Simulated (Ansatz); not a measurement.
Program: Ansatz. Geometries: PBE0-D4/def2-TZVP. ΔE: electronic, gas phase. CCSD(T)/CBS is the MP2 limit (def2-TZVPP, def2-QZVPP) plus CCSD(T) − MP2 in def2-TZVPP, frozen cores. This one scheme is used for every species. Functionals use def2-TZVPP. One conformer a species, not always the lowest.

`C[SiH2]P` + `N=C(F)F` → `FC(F)=NP` + `C[SiH3]`  (cleavage of the P–Si bond)

```json
{"level": "BHLYP-D4", "ΔE (kJ/mol)": "40.2"}
{"level": "ωB97M-V", "ΔE (kJ/mol)": "43.0"}
```

Task: What does CCSD(T)/CBS give? (Estimate.)

Result: Computed: +48.4 kJ/mol. The listed levels differ from it by -8.2, -5.4 kJ/mol.

Largest T1 diagnostic among the species: 0.014.

Leaving LDA and LC-ωPBE aside and taking each functional with its dispersion term where it has one, the values, not all of them listed here, spread over 15.1 kJ/mol, from CAM-B3LYP-D4 to PBE0-D4. LDA lies −3.0 kJ/mol from PBE without D4. In def2-TZVPP, CCSD(T) changes the Hartree–Fock value by +13.4 kJ/mol (the triples alone add +1.1 kJ/mol) and MP2 by +11.5 kJ/mol.
